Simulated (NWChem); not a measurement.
# C₂H₆O cation, doublet; SMILES of the neutral closed-shell parent CCO

```xyz
9

C      0.2548    -1.2229    -0.0008
C     -0.4645     0.0735    -0.0012
O      0.1971     1.2382     0.0016
H     -0.4667    -2.0515    -0.0044
H      0.8912    -1.3280     0.8962
H      0.8979    -1.3258    -0.8931
H     -1.2814     0.1975    -0.7972
H     -1.2876     0.1960     0.7879
H      1.1753     1.1424     0.0006
```
Atoms are numbered in this order, from 1.

Level: PBE0/def2-SVP, spin-unrestricted (NWChem), optimised geometry, unscaled harmonic frequencies. The spin multiplicity was typed, not searched, and may not be the lowest.

| frequency (cm⁻¹) | IR intensity (km/mol) |
|---|---|
| 155 | 2.8 |
| 418 | 234.3 |
| 441 | 5.7 |
| 640 | 2.3 |
| 919 | 62.8 |
| 986 | 48.0 |
| 1009 | 22.1 |
| 1047 | 152.9 |
| 1067 | 0.1 |
| 1155 | 166.5 |
| 1299 | 17.3 |
| 1346 | 39.7 |
| 1417 | 20.3 |
| 1427 | 55.1 |
| 1439 | 26.1 |
| 2567 | 92.2 |
| 2726 | 164.2 |
| 3035 | 58.0 |
| 3121 | 12.1 |
| 3186 | 8.2 |
| 3643 | 292.1 |

| Item | Result |
|---|---|
| zero-point energy | 47.2 kcal/mol |
| thermal correction to the enthalpy at 298.15 K (with zero-point energy) | 50.6 kcal/mol |
| heat capacity Cv | 14.3 cal/(mol K) |
| entropy at 298.15 K and 1 atm (symmetry number 1, electronic part: spin degeneracy alone) | 66.3 cal/(mol K) |

Rigid rotor and harmonic oscillator.
